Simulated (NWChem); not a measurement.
**One shape, several levels: C4H7N (N-methylpropargylamine)**

We compute a comparison of 3 runs (HF/def2-SVP, r2SCAN/6-31G, PBE0/def2-SVP) of C4H7N (N-methylpropargylamine). 

Program for the calculation: NWChem 7.3.0.

### 1 The molecule

C4H7N: 12 atoms, total charge 0, spin state singlet. SMILES: `C#CCNC`. The shape is that of a PBE0-D4/def2-TZVP optimisation. This is a higher conformer, about 7 kJ/mol above the lowest found by a separate search.

Bond lengths: C1–C2 1.200 Å, C2–C3 1.454 Å, C3–N4 1.450 Å, N4–C5 1.445 Å, C1–H6 1.064 Å, C3–H7 1.097 Å, C3–H8 1.106 Å, N4–H9 1.012 Å, C5–H10 1.091 Å, C5–H11 1.103 Å, C5–H12 1.094 Å. Some angles: C1–C2–C3 178.8°, C2–C3–N4 111.9°, C3–N4–C5 112.2°, C2–C1–H6 179.4°, C2–C3–H7 109.1°, C2–C3–H8 108.4°, N4–C3–H7 108.4°, N4–C3–H8 112.9°, C3–N4–H9 109.3°, C5–N4–H9 110.6°.

### 2 Energy and forces at HF/def2-SVP (run 1)

work.nw

```
START work
memory stack 880 mb heap 220 mb global 1100 mb

GEOMETRY units bohr noautosym nocenter noautoz
  C  -5.24701356  1.67184070  0.63967229
  C  -3.09404858  1.33679226  0.01341706
  C  -0.46732927  0.95109916 -0.69485230
  N   0.55180003 -1.35739028  0.37322091
  C   3.23162065 -1.61231433 -0.08654946
  H  -7.16338482  1.95832318  1.17748835
  H  -0.33410358  0.83034566 -2.75956706
  H   0.61964120  2.64882911 -0.14456405
  H   0.18216960 -1.40236576  2.24877409
  H   3.93327596 -3.31533551  0.83998326
  H   4.36507838  0.00869274  0.57220907
  H   3.56780292 -1.82320777 -2.11517045
END

BASIS spherical bse
  * library def2-SVP
END

SCF
  thresh 1e-08
  maxiter 80
  print low
END

TASK scf gradient
```

Launch:

```bash
$ nwchem work.nw > work.out
```

Log:

```text
[...]
  functions       =   105
[...]
  wavefunction    = RHF
[...]
         Total SCF energy =   -209.757331426695
      One-electron energy =   -593.543230971564
      Two-electron energy =    226.705050319679
 Nuclear repulsion energy =    157.080849225190
        Time for solution =     15.3s
[...]
                         RHF ENERGY GRADIENTS
    atom               coordinates                        gradient
                 x          y          z           x          y          z
   1 C      -5.247014   1.671841   0.639672   -0.019471   0.002992   0.006013
   2 C      -3.094049   1.336792   0.013417    0.031734  -0.004758  -0.008599
   3 C      -0.467329   0.951099  -0.694852   -0.013786   0.002263   0.004995
   4 N       0.551800  -1.357390   0.373221   -0.001705  -0.007225  -0.007006
   5 C       3.231621  -1.612314  -0.086549    0.000218   0.002279   0.000377
   6 H      -7.163385   1.958323   1.177488    0.000738  -0.000197  -0.000288
   7 H      -0.334104   0.830346  -2.759567    0.000822  -0.000756  -0.002760
   8 H       0.619641   2.648829  -0.144564    0.002324   0.003351   0.000466
   9 H       0.182170  -1.402366   2.248774   -0.001878   0.000792   0.007533
  10 H       3.933276  -3.315336   0.839983   -0.000219  -0.000834   0.000513
  11 H       4.365078   0.008693   0.572209    0.001606   0.002094   0.000243
[...]
```

Wall time 19 s (1 thread of Intel Xeon Platinum 8559C (Emerald Rapids), shared host); peak memory 0.1 GiB.

### 3 Energy and gradient at r2SCAN/6-31G (run 2)

work.xyz

```xyz
12

C     -2.776600     0.884700     0.338500
C     -1.637300     0.707400     0.007100
C     -0.247300     0.503300    -0.367700
N      0.292000    -0.718300     0.197500
C      1.710100    -0.853200    -0.045800
H     -3.790700     1.036300     0.623100
H     -0.176800     0.439400    -1.460300
H      0.327900     1.401700    -0.076500
H      0.096400    -0.742100     1.190000
H      2.081400    -1.754400     0.444500
H      2.309900     0.004600     0.302800
H      1.888000    -0.964800    -1.119300
```

work.nw

```
start work
memory total 2200 mb
charge 0

geometry units angstrom noautosym nocenter noautoz
   load work.xyz
end

basis spherical bse
   * library 6-31G
end

dft
   xc r2scan
   grid xfine
   convergence energy 1e-08
   maxiter 100
   mulliken
end

task dft gradient
```

Launch:

```bash
$ nwchem work.nw > work.out
```

Log:

```text
[...]
          Wavefunction type:  closed shell.
          No. of atoms     :    12
          No. of electrons :    38
[...]
          Charge           :     0
          Spin multiplicity:     1
[...]
          AO basis - number of functions:    59
[...]
              XC Information
              --------------
                      r^2SCAN Method XC Functional
               r^2SCAN metaGGA Exchange Functional  1.000
                     r^2SCAN Correlation Potential  1.000
[...]
 d= 0,ls=0.0,diis     1   -211.0498000584 -3.68D+02  1.72D-02  4.01D-01     4.0
[...]
 d= 0,ls=0.0,diis    11   -211.0997111122 -1.40D-09  1.95D-07  9.28D-11    37.8
         Total DFT energy =     -211.099711112183
      One electron energy =     -594.222028315679
           Coulomb energy =      257.097894652583
    Exchange-Corr. energy =      -31.056438078750
 Nuclear repulsion energy =      157.080860629664
[...]
      Total Density - Mulliken Population Analysis
     ---------------------------------------------
    Atom       Charge   Shell Charges
 -----------   ------   -------------------------------------------------------
    1 C    6     6.52   2.00  0.69  2.02  0.57  1.24
    2 C    6     5.78   2.00  0.71  2.03  0.37  0.69
    3 C    6     6.23   2.00  0.68  2.11  0.61  0.83
    4 N    7     7.57   2.00  0.78  2.49  0.91  1.40
    5 C    6     6.34   2.00  0.68  2.10  0.63  0.92
    6 H    1     0.73   0.51  0.22
    7 H    1     0.79   0.53  0.26
    8 H    1     0.84   0.53  0.31
    9 H    1     0.69   0.53  0.16
   10 H    1     0.82   0.53  0.29
[...]
  wavefunction    = closed shell
                         DFT ENERGY GRADIENTS
    atom               coordinates                        gradient
                 x          y          z           x          y          z
   1 C      -5.247013   1.671841   0.639672    0.033433  -0.005183  -0.009875
   2 C      -3.094048   1.336792   0.013417   -0.027583   0.004428   0.008595
   3 C      -0.467329   0.951099  -0.694852    0.008224  -0.007902   0.007263
   4 N       0.551800  -1.357390   0.373221    0.001378   0.004072  -0.005601
   5 C       3.231620  -1.612314  -0.086549   -0.010283   0.005537   0.004255
   6 H      -7.163384   1.958323   1.177488    0.000429  -0.000028  -0.000147
   7 H      -0.334104   0.830346  -2.759567   -0.001699   0.000327   0.002862
   8 H       0.619641   2.648829  -0.144564   -0.003986  -0.004088  -0.000585
   9 H       0.182170  -1.402366   2.248774    0.004225   0.004416  -0.007022
  10 H       3.933276  -3.315335   0.839983   -0.000778   0.001814  -0.000976
  11 H       4.365078   0.008693   0.572209   -0.002878  -0.003501  -0.001012
[...]
```

Run time: 46 s. Hardware: 1 thread of Intel Xeon Platinum 8559C (Emerald Rapids), shared host; peak memory 0.15 GiB.

### 4 Energy and gradient at PBE0/def2-SVP (run 3)

mymol.nw

```
start mymol
memory total 2200 mb
charge 0
geometry units angstrom noautosym nocenter noautoz
C       -2.776600       0.884700       0.338500
C       -1.637300       0.707400       0.007100
C       -0.247300       0.503300      -0.367700
N        0.292000      -0.718300       0.197500
C        1.710100      -0.853200      -0.045800
H       -3.790700       1.036300       0.623100
H       -0.176800       0.439400      -1.460300
H        0.327900       1.401700      -0.076500
H        0.096400      -0.742100       1.190000
H        2.081400      -1.754400       0.444500
H        2.309900       0.004600       0.302800
H        1.888000      -0.964800      -1.119300
end
basis spherical bse
C library def2-SVP
N library def2-SVP
H library def2-SVP
end
dft
xc pbe0
grid fine
convergence energy 1e-08
iterations 100
mulliken
noprint "final vectors analysis"
end
task dft gradient
```

Launch:

```bash
$ nwchem mymol.nw > mymol.out
```

Log, cut to the lines that bear on the results:

```text
[...]
          Wavefunction type:  closed shell.
          No. of atoms     :    12
          No. of electrons :    38
[...]
          Charge           :     0
          Spin multiplicity:     1
[...]
          AO basis - number of functions:   105
[...]
              XC Information
              --------------
                         PBE0 Method XC Functional
                     Hartree-Fock (Exact) Exchange  0.250
          PerdewBurkeErnzerhof Exchange Functional  0.750
            Perdew 1991 LDA Correlation Functional  1.000 local
           PerdewBurkeErnz. Correlation Functional  1.000 non-local
[...]
 d= 0,ls=0.0,diis     1   -210.8370264027 -3.68D+02  7.63D-03  4.04D-01     2.4
[...]
 d= 0,ls=0.0,diis    10   -210.8872731030 -5.51D-09  5.71D-07  7.28D-09    20.6
         Total DFT energy =     -210.887273102956
      One electron energy =     -594.142344339479
           Coulomb energy =      257.072040969957
    Exchange-Corr. energy =      -30.897830363098
 Nuclear repulsion energy =      157.080860629663
[...]
      Total Density - Mulliken Population Analysis
     ---------------------------------------------
[...]
  wavefunction    = closed shell
                         DFT ENERGY GRADIENTS
    atom               coordinates                        gradient
                 x          y          z           x          y          z
   1 C      -5.247013   1.671841   0.639672    0.014674  -0.002341  -0.004301
   2 C      -3.094048   1.336792   0.013417   -0.017766   0.002289   0.006312
   3 C      -0.467329   0.951099  -0.694852    0.000128   0.007180  -0.005301
   4 N       0.551800  -1.357390   0.373221   -0.003283  -0.001752   0.005430
   5 C       3.231620  -1.612314  -0.086549    0.009052  -0.000163  -0.002174
   6 H      -7.163384   1.958323   1.177488    0.007674  -0.001188  -0.002228
   7 H      -0.334104   0.830346  -2.759567   -0.000355  -0.000542   0.005752
   8 H       0.619641   2.648829  -0.144564   -0.002611  -0.005173  -0.000719
   9 H       0.182170  -1.402366   2.248774    0.000844   0.000297  -0.004533
  10 H       3.933276  -3.315335   0.839983   -0.002666   0.004834  -0.002305
  11 H       4.365078   0.008693   0.572209   -0.003938  -0.004079  -0.001435
[...]
```

It took 26 s on 1 thread of Intel Xeon Platinum 8559C (Emerald Rapids), shared host; peak memory 0.12 GiB.

### 5 The series

| run | level | iteration cap | module | energy (Eh) | largest force (eV/Å) | wall time |
| --- | --- | --- | --- | --- | --- | --- |
| 1 | HF/def2-SVP | 80 | scf | -209.757331 | 1.708 | 19 s |
| 2 | r2SCAN/6-31G | 100 | dft | -211.099711 | 1.812 | 46 s |
| 3 | PBE0/def2-SVP | 100 | dft | -210.887273 | 0.977 | 26 s |

### 6 Summary of results

| quantity | value |
| --- | --- |
| run 3: total energy | -210.88727 Eh |
| run 3: dipole moment | 1.18 D |
| run 3: largest force on an atom | 0.977 eV/Å |

Totals of different functionals can't be ranked against each other. All runs together took 90 s, the longest 46 s.
